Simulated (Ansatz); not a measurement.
```yaml
crystal:
  periodic: [false, false, false]
  atoms:
    - {symbol: B, position_ang: [-1.486279, -0.533408, -0.004895]}
    - {symbol: S, position_ang: [-0.261829, 0.537752, 0.004346]}
    - {symbol: F, position_ang: [1.287672, -0.604069, -0.004549]}
basis:
  gaussian: {orbitals: def2-TZVP}
magnetization: {spin_polarized: true, initial_magnetization: 2}
hamiltonian: {xc: pbe0}
relax: {f_tol: 0.004, max_steps: 80}
```

```sh
$ ansatz run in.yaml --threads 1 --pin off --events-out ev --progress --plain --max-ram 2176MiB
```

Steps of the relaxation (energy above the last step; positions in Å, forces in eV/Å):

```
3
step 1, 265.0 meV
B    -1.486   -0.533   -0.005   -0.524   -0.357   -0.003
S    -0.262    0.538    0.004    1.540   -0.472   -0.003
F     1.288   -0.604   -0.005   -1.016    0.829    0.006
```

```
3
step 2, 194.4 meV
B    -1.494   -0.531   -0.005   -0.373   -0.220   -0.002
S    -0.241    0.519    0.004    1.403   -0.609   -0.005
F     1.275   -0.588   -0.004   -1.029    0.829    0.006
```

```
3
step 3, 356.1 meV
B    -1.498   -0.516   -0.005   -0.137   -0.200   -0.002
S    -0.097    0.388    0.003   -3.905    3.150    0.025
F     1.134   -0.472   -0.004    4.042   -2.950   -0.023
```

```
3
step 7, 0.0 meV
B    -1.507   -0.523   -0.005    0.000    0.000    0.000
S    -0.158    0.448    0.004    0.001    0.000    0.000
F     1.204   -0.525   -0.004   -0.001    0.000    0.000
```

Close pairs at the end: B1–S2 1.662 Å, S2–F3 1.674 Å.

A stationary point of unrestricted PBE0 after 7 steps, with ⟨S²⟩ = 2.016 against 2.00 for a pure state; no frequencies were run, so it isn't proven a minimum. 25 s on 1 thread of Arm Neoverse V2, shared host.
